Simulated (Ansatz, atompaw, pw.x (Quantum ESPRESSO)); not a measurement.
**Equation-of-state test of one PAW (atompaw) potential (P)**

| Quantity | Value |
| --- | --- |
| Element | P |
| Generator | atompaw 4.2.0.5 |
| Type | PAW |
| Functional | PBEsol |
| Relativity | scalar-relativistic |
| Frozen core | [Ne] |
| Valence charge | 5 |
| Reference configuration | 3s2 3p3 |
| Partial waves | 3s (bound): rc 1.20 bohr; 3s channel at 2.5 Ry: rc 1.50 bohr; 3p (bound): rc 1.50 bohr; 3p channel at 0.5 Ry: rc 1.50 bohr; 3d channel at -0.2 Ry: rc 1.50 bohr; 3d channel at 0.65 Ry: rc 1.50 bohr |
| Local potential | bessel scheme, radius 1.00 bohr |
| Core correction | smooth core density matched at 1.30 bohr |
| Augmentation charge | besselshape compensation charge, radius 1.10 bohr; PAW radius 1.50 bohr; waves and projectors: custom polynom2 7 10 vanderbiltortho |

Crystal test: bcc P in pw.x 7.5, no spin, 15³ k-points, Fermi–Dirac smearing 0.01 Ry, cutoffs 50/500 Ry. The reference is all-electron LAPW (Ansatz 0.2.0) with the same functional, mesh and smearing; V0 and B0 come from Birch–Murnaghan fits to the pressures at five volumes. Errors are pseudo minus all-electron; Δ is the rms difference of the E(V) curves that follow from these fits, minima aligned, over ±6 % about the mean V0. Mesh and smearing are coarse, so the numbers serve the comparison and aren't converged zero-temperature values; the lattice is a test structure that the element need not adopt.

| V (Å³/atom) | P all-electron (GPa) | P pseudo (GPa) |
| --- | --- | --- |
| 13.108 | 4.85 | 4.85 |
| 13.453 | 1.72 | 1.72 |
| 13.798 | -1.04 | -1.04 |
| 14.143 | -3.49 | -3.49 |
| 14.488 | -5.66 | -5.67 |

All-electron: a0 = 3.012 Å (V0 = 13.66 Å³/atom), B0 = 108.0 GPa.

Pseudopotential: mean pressure error (GPa): -0.00; a0 (Å): 3.012; a0 error (%): -0.00; B0 error (%): +0.2; Δ (meV/atom): 0.0.

Q: At the middle volume, how do free energy and pressure move when the wave cutoff is lowered (ecutrho held at 500 Ry)?

A:

```
cutoff (Ry)  shift of F (meV/atom)  shift of P (GPa)
         22                  +38.0             -2.68
         30                   +5.1             +0.02
         40                   +2.2             -0.12
```

The run at the middle volume (120 k-points, 6 iterations) took about 6.6 s on one core of a shared host (Intel(R) Xeon(R) 6975P-C, 192 threads, 378 GiB, load 61).
